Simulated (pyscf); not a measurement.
Structures and frequencies: ωB97X-D3(BJ)/def2-SVP in PySCF. Correlated levels are frozen-core, on RHF or UHF. ΔMP2 is the change of the MP2 total energy from the triple- to the quadruple-zeta basis.

**Question.** For the elementary gas-phase step HO–In (SMILES [OH][In]) [singlet] + HF (SMILES F) → HO–InH–F (SMILES [OH][InH][F]) (singlet surface; F–H broken, F–In, H–In formed), what barrier and reaction energy does MP2/def2-QZVPP give, measured from the separated reactants?

**Answer.** ΔE‡ = 42.7 kcal/mol, ΔE = +3.0 kcal/mol. CCSD(T)/def2-TZVPP + ΔMP2(QZVPP) gives 42.0 kcal/mol and +1.1 kcal/mol. Zero-point energy shifts the barrier by -0.9 kcal/mol. It is an insertion, with an imaginary mode of 1248i cm⁻¹. On the product side the descent ends in a point that may be a rotor saddle (no frequency run), 2.0 kcal/mol over the lowest minimum found and 42.1 kcal/mol under the saddle at ωB97X-D3(BJ)/def2-TZVP. At ωB97X-D3(BJ)/def2-TZVP the barrier from the zero used here is 38.3 kcal/mol. One saddle was located; it need not be the lowest between these sides. The CCSD(T) − MP2 part came from Ansatz, without density fitting, on the same reference. The frozen core leaves the outer d or s,p core shells of the metals and heavy elements correlated in the MP2 and CC values, and def2-TZVPP describes them poorly, which can shift differences by a few kcal/mol. Elements past Kr carry the def2 core potentials, without spin-orbit coupling.
